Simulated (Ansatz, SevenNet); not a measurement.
Voigt–Reuss–Hill bulk modulus (GPa) of solids drawn from the class of elemental solids other than molecular ones, at two levels: the machine-learned potential SevenNet-0 (trained on PBE and PBE+U data), and PBE in Ansatz (PAW).

```csv
solid,SevenNet-0,PBE,shift (%)
hcp Sc,52.3,54.3,+3.8
hcp Os,398,397,-0.3
hcp Mg,36.9,36.1,-2.2
hcp Ti,100,112,+12.0
hcp Cd,39.5,40.3,+2.0
hcp Tc,297,300,+1.0
hcp Be,119,123,+3.4
α-phase Ga,37.5,48.4,+29
hcp Y,37.5,41.0,+9.3
hcp Zn,57.6,67.0,+16.3
```

The shifts run from -2.2 % to +29 %, with a median of +3.6 %.

Over all 10 rows PBE is the larger in 8.

Ansatz's runs of these crystals have no spin polarisation.

Spin–orbit coupling is left out, also for the solids with elements from indium on (hcp Os); its size isn't shown.

Each level is taken at its own relaxed cell. Ansatz's density-functional and Hartree–Fock values are scalar-relativistic unless marked +SOC, with PAW data made under PBE.

Ansatz is an electronic-structure program.
